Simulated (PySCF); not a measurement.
TDDFT excited states: C4H12N2

C4H12N2.
SMILES: `NC[C@@H](NC)C`

Computed with TDDFT PBE0/def2-SVPD, vertical, gas phase, core orbitals frozen in the response in PySCF 2.14.0, density-fitted response routines. The structure is a single GFN2-xTB conformer in the gas phase; no vibrational or solvent corrections. Torsions of this conformer, `[CH3:1][NH:2][C@@H:3]([CH3:4])[CH2:5][NH2:6]`: C1–N2–C3–C4 75°, N2–C3–C5–N6 65°, H–N6–C5–C3 -49°, H–N6–C5–C3 -168°.

**Question.** Predict the UV-vis stick spectrum at this level.

**Answer.** 

| state | E (eV) | E (kJ/mol) | λ (nm) | f | main configurations (H = HOMO, L = LUMO) |
| --- | --- | --- | --- | --- | --- |
| S1 | 5.87 | 566 | 211.2 | 0.0008 | H→L (90%) |
| S2 | 6.29 | 607 | 197.1 | 0.0028 | H-1→L (41%), H→L+1 (40%) |
| S3 | 6.54 | 631 | 189.4 | 0.012 | H→L+1 (52%), H-1→L (18%), H→L+3 (14%) |
| S4 | 6.68 | 645 | 185.5 | 0.011 | H→L+2 (73%), H-1→L (15%) |
| S5 | 6.83 | 659 | 181.4 | 0.0029 | H→L+3 (62%), H-1→L (18%), H→L+2 (9%) |
| S6 | 6.97 | 672 | 177.9 | 0.012 | H-1→L+1 (60%), H→L+3 (16%) |

Triplets, Tamm–Dancoff:

```csv
state,E (eV),λ (nm),"main configurations (H = HOMO, L = LUMO)"
T1,5.70,217.6,H→L (83%)
T2,6.05,204.9,"H-1→L (34%), H→L+1 (28%), H-1→L+1 (12%)"
```

The lowest singlet lies at 5.87 eV (211 nm, ultraviolet) and is very weak; its leading configuration is HOMO→LUMO (90%). The largest oscillator strength of a single state is 0.012. Löwdin shares by element: HOMO nitrogen 62%, carbon 12% or more (atoms not listed hold the other 26%); LUMO carbon 38% or more, hydrogen 11% or more (atoms not listed hold the other 51%). The oscillator strengths of these states sum to 0.041; summed over the whole spectrum of an exact calculation they would give the number of electrons, 50 (Thomas–Reiche–Kuhn). The listed states span 1.10 eV, and the widest gap between neighbours is 0.42 eV (S1 to S2). Weighted by f, the mean energy of these states is 6.69 eV. No computed singlet lies in the visible range (380 to 750 nm); the lowest, at 211 nm, stands 2.61 eV above its violet end (3.26 eV). Only the lowest 6 singlets were computed, as vertical energies without vibronic structure.

Hardware: one thread of an Arm Neoverse N1, no GPU (shared host). Cost: 50 s wall, 0.87 GiB resident at most.
